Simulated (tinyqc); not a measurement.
UHF in the sto-3g basis, for H2O, spin multiplicity 1, step by step (part 1 of 2). Computed by tinyqc, a small Python program that keeps every step (integrals from PySCF). Settings: charge = 0, multiplicity = 1, basis = sto-3g, energy threshold = 1e-10, iteration cap = 66, orthogonalisation = canonical, start = core, DIIS depth = 8, method = UHF, break = 0.7. Command: `OMP_NUM_THREADS=1 python tinyqc.py 28544 28545 out.jsonl` (the two numbers bound the seeds that draw the settings). One thread of a shared host (Intel(R) Xeon(R) Processor @ 2.60GHz), about 0.1 s of CPU time with the checks. Later iterations appear only in the table of the cycle.

## One-electron integrals

Geometry (angstrom):
```
atom         x          y         z
O     0.000000   0.000000  0.000000
H     0.000000   0.720000  0.627000
H     0.000000  -0.720000  0.627000
```

Basis sto-3g: exponents (1/bohr^2) and contraction coefficients of normalised primitives:
```
element  l (shell)    exponent  coefficient
O            s (1)  130.709320     0.154329
O            s (1)   23.808861     0.535328
O            s (1)    6.443608     0.444635
O            s (2)    5.033151    -0.099967
O            s (2)    1.169596     0.399513
O            s (2)    0.380389     0.700115
O            p (3)    5.033151     0.155916
O            p (3)    1.169596     0.607684
O            p (3)    0.380389     0.391957
H            s (1)    3.425251     0.154329
H            s (1)    0.623914     0.535328
H            s (1)    0.168855     0.444635
```

Overlap, kinetic and nuclear-attraction integrals over the contracted functions; the nuclear repulsion is the sum of Za Zb / Rab.

nuclear repulsion = 9.23569217 hartree

overlap S, lower triangle:
```
           1O 1s     1O 2s    1O 2px     1O 2py    1O 2pz     2H 1s     3H 1s
1O 1s   1.000000
1O 2s   0.236704  1.000000
1O 2px  0.000000  0.000000  1.000000
1O 2py  0.000000  0.000000  0.000000   1.000000
1O 2pz  0.000000  0.000000  0.000000   0.000000  1.000000
2H 1s   0.054294  0.476422  0.000000   0.297358  0.258950  1.000000
3H 1s   0.054294  0.476422  0.000000  -0.297358  0.258950  0.279612  1.000000
```

kinetic energy T (hartree), lower triangle:
```
            1O 1s     1O 2s    1O 2px     1O 2py    1O 2pz     2H 1s     3H 1s
1O 1s   29.003200
1O 2s   -0.168011  0.808128
1O 2px   0.000000  0.000000  2.528731
1O 2py   0.000000  0.000000  0.000000   2.528731
1O 2pz   0.000000  0.000000  0.000000   0.000000  2.528731
2H 1s   -0.002337  0.129796  0.000000   0.215814  0.187938  0.760032
3H 1s   -0.002337  0.129796  0.000000  -0.215814  0.187938  0.015296  0.760032
```

nuclear attraction V (hartree), lower triangle:
```
             1O 1s       1O 2s     1O 2px      1O 2py      1O 2pz      2H 1s      3H 1s
1O 1s   -61.726981
1O 2s    -7.445472  -10.145537
1O 2px    0.000000    0.000000  -9.988503
1O 2py    0.000000    0.000000   0.000000  -10.131489
1O 2pz   -0.020495   -0.240845   0.000000    0.000000  -10.096937
2H 1s    -1.757742   -3.893783   0.000000   -2.157897   -1.963321  -5.863507
3H 1s    -1.757742   -3.893783   0.000000    2.157897   -1.963321  -1.782460  -5.863507
```

core Hamiltonian H = T + V (hartree), lower triangle:
```
             1O 1s      1O 2s     1O 2px     1O 2py     1O 2pz      2H 1s      3H 1s
1O 1s   -32.723781
1O 2s    -7.613483  -9.337409
1O 2px    0.000000   0.000000  -7.459772
1O 2py    0.000000   0.000000   0.000000  -7.602758
1O 2pz   -0.020495  -0.240845   0.000000   0.000000  -7.568205
2H 1s    -1.760080  -3.763987   0.000000  -1.942083  -1.775383  -5.103475
3H 1s    -1.760080  -3.763987   0.000000   1.942083  -1.775383  -1.767164  -5.103475
```

## Two-electron integrals

Functions are numbered as in S; the eight-fold symmetry (ij|kl) = (ji|kl) = (kl|ij) leaves the list below.

Two-electron integrals (ij|kl) in chemists' order, unique and non-zero (hartree):
```
(11|11) 4.785065    (21|11) 0.741380    (21|21) 0.136873    (22|11) 1.118947
(22|21) 0.256633    (22|22) 0.817206    (31|31) 0.024477    (32|31) 0.037809
(32|32) 0.180518    (33|11) 1.115814    (33|21) 0.256684    (33|22) 0.817023
(33|33) 0.880159    (41|41) 0.024477    (42|41) 0.037809    (42|42) 0.180518
(43|43) 0.047444    (44|11) 1.115814    (44|21) 0.256684    (44|22) 0.817023
(44|33) 0.785270    (44|44) 0.880159    (51|51) 0.024477    (52|51) 0.037809
(52|52) 0.180518    (53|53) 0.047444    (54|54) 0.047444    (55|11) 1.115814
(55|21) 0.256684    (55|22) 0.817023    (55|33) 0.785270    (55|44) 0.785270
(55|55) 0.880159    (61|11) 0.172815    (61|21) 0.031620    (61|22) 0.058855
(61|33) 0.058743    (61|41) 0.001096    (61|42) 0.002046    (61|44) 0.058937
(61|51) 0.000955    (61|52) 0.001782    (61|54) 0.000169    (61|55) 0.058891
(61|61) 0.007400    (62|11) 0.405360    (62|21) 0.094069    (62|22) 0.329891
(62|33) 0.324417    (62|41) 0.005303    (62|42) 0.039898    (62|44) 0.333581
(62|51) 0.004618    (62|52) 0.034745    (62|54) 0.007980    (62|55) 0.331366
(62|61) 0.022127    (62|62) 0.162581    (63|31) 0.010024    (63|32) 0.057689
(63|43) 0.008366    (63|53) 0.007285    (63|63) 0.023634    (64|11) 0.215228
(64|21) 0.050611    (64|22) 0.189572    (64|33) 0.180901    (64|41) 0.012535
(64|42) 0.079515    (64|44) 0.202793    (64|51) 0.002187    (64|52) 0.019007
(64|54) 0.011779    (64|55) 0.184814    (64|61) 0.012450    (64|62) 0.113482
(64|64) 0.101966    (65|11) 0.187428    (65|21) 0.044073    (65|22) 0.165086
(65|33) 0.157535    (65|41) 0.002187    (65|42) 0.019007    (65|44) 0.162028
(65|51) 0.011928    (65|52) 0.074241    (65|54) 0.012279    (65|55) 0.175513
(65|61) 0.010842    (65|62) 0.098824    (65|64) 0.068214    (65|65) 0.083037
(66|11) 0.533156    (66|21) 0.125738    (66|22) 0.504163    (66|33) 0.483624
(66|41) 0.009482    (66|42) 0.097149    (66|44) 0.518317    (66|51) 0.008258
(66|52) 0.084601    (66|54) 0.030212    (66|55) 0.509934    (66|61) 0.029866
(66|62) 0.307687    (66|64) 0.245366    (66|65) 0.213673    (66|66) 0.774606
(71|11) 0.172815    (71|21) 0.031620    (71|22) 0.058855    (71|33) 0.058743
(71|41) -0.001096   (71|42) -0.002046   (71|44) 0.058937    (71|51) 0.000955
(71|52) 0.001782    (71|54) -0.000169   (71|55) 0.058891    (71|61) 0.007295
(71|62) 0.021493    (71|64) 0.011009    (71|65) 0.010537    (71|66) 0.028684
(71|71) 0.007400    (72|11) 0.405360    (72|21) 0.094069    (72|22) 0.329891
(72|33) 0.324417    (72|41) -0.005303   (72|42) -0.039898   (72|44) 0.333581
(72|51) 0.004618    (72|52) 0.034745    (72|54) -0.007980   (72|55) 0.331366
(72|61) 0.021493    (72|62) 0.135046    (72|64) 0.064449    (72|65) 0.079987
(72|66) 0.213720    (72|71) 0.022127    (72|72) 0.162581    (73|31) 0.010024
(73|32) 0.057689    (73|43) -0.008366   (73|53) 0.007285    (73|63) 0.019088
(73|73) 0.023634    (74|11) -0.215228   (74|21) -0.050611   (74|22) -0.189572
(74|33) -0.180901   (74|41) 0.012535    (74|42) 0.079515    (74|44) -0.202793
(74|51) -0.002187   (74|52) -0.019007   (74|54) 0.011779    (74|55) -0.184814
(74|61) -0.011009   (74|62) -0.064449   (74|64) -0.012040   (74|65) -0.037257
(74|66) -0.088725   (74|71) -0.012450   (74|72) -0.113482   (74|74) 0.101966
(75|11) 0.187428    (75|21) 0.044073    (75|22) 0.165086    (75|33) 0.157535
(75|41) -0.002187   (75|42) -0.019007   (75|44) 0.162028    (75|51) 0.011928
(75|52) 0.074241    (75|54) -0.012279   (75|55) 0.175513    (75|61) 0.010537
(75|62) 0.079987    (75|64) 0.037257    (75|65) 0.065745    (75|66) 0.139284
(75|71) 0.010842    (75|72) 0.098824    (75|74) -0.068214   (75|75) 0.083037
(76|11) 0.175706    (76|21) 0.041163    (76|22) 0.156805    (76|33) 0.152975
(76|44) 0.155743    (76|51) 0.003166    (76|52) 0.028314    (76|55) 0.161528
(76|61) 0.009603    (76|62) 0.077551    (76|64) 0.046463    (76|65) 0.052989
(76|66) 0.152529    (76|71) 0.009603    (76|72) 0.077551    (76|74) -0.046463
(76|75) 0.052989    (76|76) 0.044978    (77|11) 0.533156    (77|21) 0.125738
(77|22) 0.504163    (77|33) 0.483624    (77|41) -0.009482   (77|42) -0.097149
(77|44) 0.518317    (77|51) 0.008258    (77|52) 0.084601    (77|54) -0.030212
(77|55) 0.509934    (77|61) 0.028684    (77|62) 0.213720    (77|64) 0.088725
(77|65) 0.139284    (77|66) 0.358604    (77|71) 0.029866    (77|72) 0.307687
(77|74) -0.245366   (77|75) 0.213673    (77|76) 0.152529    (77|77) 0.774606
```

## Orthogonalisation

S = U s U^T; canonical form X = U s^(-1/2), so that X^T S X = 1. Each column of U has its largest component positive (the first on a tie).

eigenvalues of S: 0.340507  0.417035  0.880754  1.000000  1.099664  1.303353  1.958686

X:
```
                1          2          3         4          5          6         7
1O 1s   -0.302072   0.000000   0.757651  0.000000  -0.620262   0.000000  0.143402
1O 2s    1.182723   0.000000  -0.313334  0.000000  -0.316654   0.000000  0.408565
1O 2px   0.000000   0.000000   0.000000  1.000000   0.000000   0.000000  0.000000
1O 2py   0.000000   0.905927   0.000000  0.000000   0.000000   0.710388  0.000000
1O 2pz   0.583916   0.000000   0.647129  0.000000   0.628578   0.000000  0.202823
2H 1s   -0.743559  -0.888025  -0.149001  0.000000   0.120963   0.362354  0.375446
3H 1s   -0.743559   0.888025  -0.149001  0.000000   0.120963  -0.362354  0.375446
```

## Starting guess

The start is the orbitals of the core Hamiltonian, with HOMO and LUMO mixed by +/-0.7 rad for the two spins; D(s) = C_occ C_occ^T for each spin.

D(alpha) at the start, lower triangle:
```
            1O 1s      1O 2s     1O 2px     1O 2py     1O 2pz      2H 1s     3H 1s
1O 1s    1.067325
1O 2s   -0.303783   1.367481
1O 2px   0.000000   0.000000   0.584984
1O 2py   0.000000   0.000000  -0.188107   1.240094
1O 2pz  -0.030132   0.186461   0.000000   0.000000   1.109519
2H 1s    0.043112  -0.193426   0.464911  -0.336351  -0.133688   0.437067
3H 1s    0.043112  -0.193426  -0.464911   0.336351  -0.133688  -0.361100  0.437067
```

D(beta) at the start, lower triangle:
```
            1O 1s      1O 2s     1O 2px     1O 2py     1O 2pz      2H 1s     3H 1s
1O 1s    1.067325
1O 2s   -0.303783   1.367481
1O 2px   0.000000   0.000000   0.584984
1O 2py   0.000000   0.000000   0.188107   1.240094
1O 2pz  -0.030132   0.186461   0.000000   0.000000   1.109519
2H 1s    0.043112  -0.193426  -0.464911  -0.336351  -0.133688   0.437067
3H 1s    0.043112  -0.193426   0.464911   0.336351  -0.133688  -0.361100  0.437067
```

## Iteration 1: building the Fock matrix

J_ij = sum D_kl (ij|kl) with D = D(alpha) + D(beta), K_ij = sum D_kl (ik|jl) for each spin; F = H + J - K(s); E = tr D H + tr D J / 2 - 0.5 sum_s tr D(s) K(s) + E_nn.

Coulomb J (hartree), lower triangle:
```
            1O 1s     1O 2s    1O 2px     1O 2py    1O 2pz     2H 1s     3H 1s
1O 1s   18.253827
1O 2s    3.467068  8.585091
1O 2px   0.000000  0.000000  8.511959
1O 2py   0.000000  0.000000  0.000000   8.615114
1O 2pz   0.009656  0.053394  0.000000   0.000000  8.604686
2H 1s    0.801341  3.406810  0.000000   1.936572  1.703490  5.147911
3H 1s    0.801341  3.406810  0.000000  -1.936572  1.703490  1.601642  5.147911
```

exchange K(alpha) (hartree), lower triangle:
```
           1O 1s     1O 2s     1O 2px     1O 2py    1O 2pz     2H 1s     3H 1s
1O 1s   4.920335
1O 2s   0.847375  1.370742
1O 2px  0.000000  0.000000   0.825181
1O 2py  0.000000  0.000000   0.019346   1.181214
1O 2pz  0.000403  0.006038   0.000000   0.000000  1.172497
2H 1s   0.204224  0.487704   0.120233   0.234374  0.195563  0.382713
3H 1s   0.204224  0.487704  -0.120233  -0.234374  0.195563  0.133016  0.382713
```

exchange K(beta) (hartree), lower triangle:
```
           1O 1s     1O 2s     1O 2px     1O 2py    1O 2pz     2H 1s     3H 1s
1O 1s   4.920335
1O 2s   0.847375  1.370742
1O 2px  0.000000  0.000000   0.825181
1O 2py  0.000000  0.000000  -0.019346   1.181214
1O 2pz  0.000403  0.006038   0.000000   0.000000  1.172497
2H 1s   0.204224  0.487704  -0.120233   0.234374  0.195563  0.382713
3H 1s   0.204224  0.487704   0.120233  -0.234374  0.195563  0.133016  0.382713
```

F(alpha) (hartree), lower triangle:
```
             1O 1s      1O 2s     1O 2px     1O 2py     1O 2pz      2H 1s      3H 1s
1O 1s   -19.390288
1O 2s    -4.993790  -2.123060
1O 2px    0.000000   0.000000   0.227007
1O 2py    0.000000   0.000000  -0.019346  -0.168858
1O 2pz   -0.011242  -0.193488   0.000000   0.000000  -0.136017
2H 1s    -1.162963  -0.844880  -0.120233  -0.239885  -0.267456  -0.338277
3H 1s    -1.162963  -0.844880   0.120233   0.239885  -0.267456  -0.298538  -0.338277
```

F(beta) (hartree), lower triangle:
```
             1O 1s      1O 2s     1O 2px     1O 2py     1O 2pz      2H 1s      3H 1s
1O 1s   -19.390288
1O 2s    -4.993790  -2.123060
1O 2px    0.000000   0.000000   0.227007
1O 2py    0.000000   0.000000   0.019346  -0.168858
1O 2pz   -0.011242  -0.193488   0.000000   0.000000  -0.136017
2H 1s    -1.162963  -0.844880   0.120233  -0.239885  -0.267456  -0.338277
3H 1s    -1.162963  -0.844880  -0.120233   0.239885  -0.267456  -0.298538  -0.338277
```

total energy of this density = -73.36719991 hartree

## Iteration 1: diagonalisation and new density

Diagonalise F' = X^T F X, C = X C', fill 5 alpha and 5 beta electrons from the bottom; D(s) = C_occ C_occ^T. Each column has its largest component positive (the first on a tie).

F' = X^T F X (alpha) (hartree), lower triangle:
```
           1         2          3          4          5          6          7
1   0.206971
2   0.000000  0.570679
3   1.382683  0.000000  -8.515370
4   0.000000  0.196014   0.000000   0.227007
5  -1.104490  0.000000   8.738156   0.000000  -9.223901
6   0.000000  0.062071   0.000000  -0.100877   0.000000  -0.342648
7   0.068198  0.000000  -3.568691   0.000000   3.858921   0.000000  -2.406467
```

orbital energies (alpha) (hartree): MO1 -19.400813, MO2 -0.963314, MO3 -0.370031, MO4 -0.142940, MO5 0.165329, MO6 0.568300, MO7 0.659741

coefficients C (alpha):
```
              MO1        MO2        MO3        MO4        MO5        MO6        MO7
1O 1s    0.993448  -0.237636   0.000000   0.109244   0.000000  -0.123398   0.000000
1O 2s    0.029499   0.861774   0.000000  -0.534582   0.000000   0.857265   0.000000
1O 2px   0.000000   0.000000   0.199344   0.000000   0.890215   0.000000   0.409609
1O 2py   0.000000   0.000000   0.596196   0.000000  -0.518705   0.000000   0.837167
1O 2pz   0.004109   0.203606   0.000000   0.794037   0.000000   0.723888   0.000000
2H 1s   -0.006547   0.121376   0.446974   0.233693   0.270064  -0.813195  -0.804467
3H 1s   -0.006547   0.121376  -0.446974   0.233693  -0.270064  -0.813195   0.804467
```

F' = X^T F X (beta) (hartree), lower triangle:
```
           1          2          3         4          5          6          7
1   0.206971
2   0.000000   0.570679
3   1.382683   0.000000  -8.515370
4   0.000000  -0.196014   0.000000  0.227007
5  -1.104490   0.000000   8.738156  0.000000  -9.223901
6   0.000000   0.062071   0.000000  0.100877   0.000000  -0.342648
7   0.068198   0.000000  -3.568691  0.000000   3.858921   0.000000  -2.406467
```

orbital energies (beta) (hartree): MO1 -19.400813, MO2 -0.963314, MO3 -0.370031, MO4 -0.142940, MO5 0.165329, MO6 0.568300, MO7 0.659741

coefficients C (beta):
```
              MO1        MO2        MO3        MO4        MO5        MO6        MO7
1O 1s    0.993448  -0.237636   0.000000   0.109244   0.000000  -0.123398   0.000000
1O 2s    0.029499   0.861774   0.000000  -0.534582   0.000000   0.857265   0.000000
1O 2px   0.000000   0.000000  -0.199344   0.000000   0.890215   0.000000  -0.409609
1O 2py   0.000000   0.000000   0.596196   0.000000   0.518705   0.000000   0.837167
1O 2pz   0.004109   0.203606   0.000000   0.794037   0.000000   0.723888   0.000000
2H 1s   -0.006547   0.121376   0.446974   0.233693  -0.270064  -0.813195  -0.804467
3H 1s   -0.006547   0.121376  -0.446974   0.233693   0.270064  -0.813195   0.804467
```

D(alpha) after iteration 1, lower triangle:
```
            1O 1s      1O 2s     1O 2px     1O 2py    1O 2pz      2H 1s     3H 1s
1O 1s    1.055343
1O 2s   -0.233883   1.029303
1O 2px   0.000000   0.000000   0.832221
1O 2py   0.000000   0.000000  -0.342911   0.624505
1O 2pz   0.042442  -0.248895   0.000000   0.000000  0.671968
2H 1s   -0.009818  -0.020523   0.329517   0.126400  0.210247   0.342108
3H 1s   -0.009818  -0.020523  -0.329517  -0.126400  0.210247  -0.203333  0.342108
```

D(beta) after iteration 1, lower triangle:
```
            1O 1s      1O 2s     1O 2px     1O 2py    1O 2pz      2H 1s     3H 1s
1O 1s    1.055343
1O 2s   -0.233883   1.029303
1O 2px   0.000000   0.000000   0.832221
1O 2py   0.000000   0.000000   0.342911   0.624505
1O 2pz   0.042442  -0.248895   0.000000   0.000000  0.671968
2H 1s   -0.009818  -0.020523  -0.329517   0.126400  0.210247   0.342108
3H 1s   -0.009818  -0.020523   0.329517  -0.126400  0.210247  -0.203333  0.342108
```

## Iteration 2: building the Fock matrix

As before.

Coulomb J (hartree), lower triangle:
```
            1O 1s     1O 2s    1O 2px     1O 2py    1O 2pz     2H 1s     3H 1s
1O 1s   17.499553
1O 2s    3.303846  8.255303
1O 2px   0.000000  0.000000  8.225467
1O 2py   0.000000  0.000000  0.000000   8.259446
1O 2pz  -0.003321  0.057686  0.000000   0.000000  8.257144
2H 1s    0.763189  3.322720  0.000000   1.903017  1.684123  5.172357
3H 1s    0.763189  3.322720  0.000000  -1.903017  1.684123  1.588491  5.172357
```

exchange K(alpha) (hartree), lower triangle:
```
           1O 1s      1O 2s     1O 2px     1O 2py    1O 2pz     2H 1s     3H 1s
1O 1s   4.890155
1O 2s   0.829422   1.324764
1O 2px  0.000000   0.000000   1.001587
1O 2py  0.000000   0.000000  -0.160814   0.995065
1O 2pz  0.003024  -0.032476   0.000000   0.000000  1.031835
2H 1s   0.199634   0.567565   0.045550   0.322380  0.294691  0.619858
3H 1s   0.199634   0.567565  -0.045550  -0.322380  0.294691  0.230031  0.619858
```

exchange K(beta) (hartree), lower triangle:
```
           1O 1s      1O 2s     1O 2px     1O 2py    1O 2pz     2H 1s     3H 1s
1O 1s   4.890155
1O 2s   0.829422   1.324764
1O 2px  0.000000   0.000000   1.001587
1O 2py  0.000000   0.000000   0.160814   0.995065
1O 2pz  0.003024  -0.032476   0.000000   0.000000  1.031835
2H 1s   0.199634   0.567565  -0.045550   0.322380  0.294691  0.619858
3H 1s   0.199634   0.567565   0.045550  -0.322380  0.294691  0.230031  0.619858
```

F(alpha) (hartree), lower triangle:
```
             1O 1s      1O 2s     1O 2px     1O 2py     1O 2pz      2H 1s      3H 1s
1O 1s   -20.114383
1O 2s    -5.139059  -2.406870
1O 2px    0.000000   0.000000  -0.235892
1O 2py    0.000000   0.000000   0.160814  -0.338377
1O 2pz   -0.026839  -0.150683   0.000000   0.000000  -0.342896
2H 1s    -1.196525  -1.008832  -0.045550  -0.361446  -0.385952  -0.550975
3H 1s    -1.196525  -1.008832   0.045550   0.361446  -0.385952  -0.408703  -0.550975
```

F(beta) (hartree), lower triangle:
```
             1O 1s      1O 2s     1O 2px     1O 2py     1O 2pz      2H 1s      3H 1s
1O 1s   -20.114383
1O 2s    -5.139059  -2.406870
1O 2px    0.000000   0.000000  -0.235892
1O 2py    0.000000   0.000000  -0.160814  -0.338377
1O 2pz   -0.026839  -0.150683   0.000000   0.000000  -0.342896
2H 1s    -1.196525  -1.008832   0.045550  -0.361446  -0.385952  -0.550975
3H 1s    -1.196525  -1.008832  -0.045550   0.361446  -0.385952  -0.408703  -0.550975
```

total energy of this density = -74.76756472 hartree
